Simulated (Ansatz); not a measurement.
Reaction: C3H4S (prop-2-yne-1-thiol, SMILES C#CCS) → C2H (SMILES [C]#C, doublet) + CH3S (SMILES [CH2]S, doublet) (the C-C bond breaks)
Each species at its own B3LYP-D3(BJ)/def2-TZVP minimum (Ansatz, an electronic-structure program), one conformer.

Total energies in hartree (Ansatz). Radicals and triplets start from unrestricted determinants; spin-orbit coupling is neglected. Cores are frozen in correlated methods. No relativity. The UHF reference of C2H ([C]#C, doublet) is spin-contaminated (<S^2> up to 0.36 over the pure value in the sets run).

```csv
species,HF/cc-pV(T+d)Z,CCSD(T)/cc-pV(T+d)Z,HF/cc-pV(Q+d)Z,CCSD(T)/cc-pV(Q+d)Z,CCSD(T)/cc-pV(D+d)Z,CCSDT(Q)/cc-pV(D+d)Z
"1: C3H4S (prop-2-yne-1-thiol, SMILES C#CCS)",-513.44965,-514.16769,-513.46074,-514.21929,-513.98826,-513.99083
"2: C2H (SMILES [C]#C, doublet)",-76.17745,-76.46716,-76.18236,-76.48720,-76.39801,-76.40053
"3: CH3S (SMILES [CH2]S, doublet)",-437.13154,-437.50973,-437.13813,-437.53984,-437.40484,-437.40627
```

Q: Work out the bond dissociation energy (electronic) in kJ/mol: take Hartree-Fock from cc-pV(Q+d)Z, extrapolate the CCSD(T) correlation energy as X^-3 (X = 3, 4), and add CCSDT(Q) - CCSD(T) in cc-pV(D+d)Z. 1 hartree = 2625.5 kJ/mol.

A: 
Species 1: correlation (64·(-0.75855) - 27·(-0.71804))/37 = -0.78811; step -0.00257; E1 = -513.46074 + (-0.78811) + (-0.00257) = -514.25142
Species 2: correlation (64·(-0.30484) - 27·(-0.28971))/37 = -0.31588; step -0.00252; E2 = -76.18236 + (-0.31588) + (-0.00252) = -76.50076
Species 3: correlation (64·(-0.40171) - 27·(-0.37819))/37 = -0.41887; step -0.00143; E3 = -437.13813 + (-0.41887) + (-0.00143) = -437.55843
-1·E1 +1·E2 +1·E3 = 0.19223 hartree = 504.7 kJ/mol.
